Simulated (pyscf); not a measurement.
Single points on ωB97X-D3(BJ)/def2-SVP structures (PySCF, gas phase).

Q: HO–SiH₃ + HO–In(OH)–OH → HO–SiH₂–O–In(OH)–OH + H₂
Surface: singlet. Broken: H–O, In–O, H–Si. Formed: In–O, H–H, O–Si. Give ΔE‡ and ΔE from ωB97M-D3(BJ)/def2-TZVP, relative to the separated reactants.

A: ΔE‡ = 22.8 kJ/mol, ΔE = -128.3 kJ/mol. Zero-point energy shifts the barrier by -3.8 kJ/mol. It is a multi-bond step, with an imaginary mode of 1530i cm⁻¹. On the reactant side the descent ends in an adduct with a In–O, O–Si contact, 90.5 kJ/mol under the separated species and 98.3 kJ/mol under the saddle at ωB97X-D3(BJ)/def2-TZVP. On the product side the descent ends in an adduct with a In–O, In–Si contact (not fully relaxed), 3.7 kJ/mol under the separated species and 158.3 kJ/mol under the saddle at ωB97X-D3(BJ)/def2-TZVP. What is counted as formed (In–O, O–Si) is already present as a longer contact in the reactant adduct; forming that adduct is a step of its own. What is counted as broken (In–O) persists as a longer contact in the product adduct; parting that adduct is a step of its own. At the saddle there is also a short H–Si contact that neither side keeps. At ωB97X-D3(BJ) the barrier from the zero used here is 7.8 kJ/mol. The same reactants have a lower exit, to HO–In(OH)–O–SiH₃ + H₂O (highest point, the separated products, at -17.5 kJ/mol at ωB97M-D3(BJ), against +22.8 kJ/mol here). HO–SiH₂–O–In(OH)–OH is closed by a dative In–O, In–Si contact. This is the saddle that the search found; another between the same sides may lie lower. Elements past Kr carry the def2 core potentials, without spin-orbit coupling.
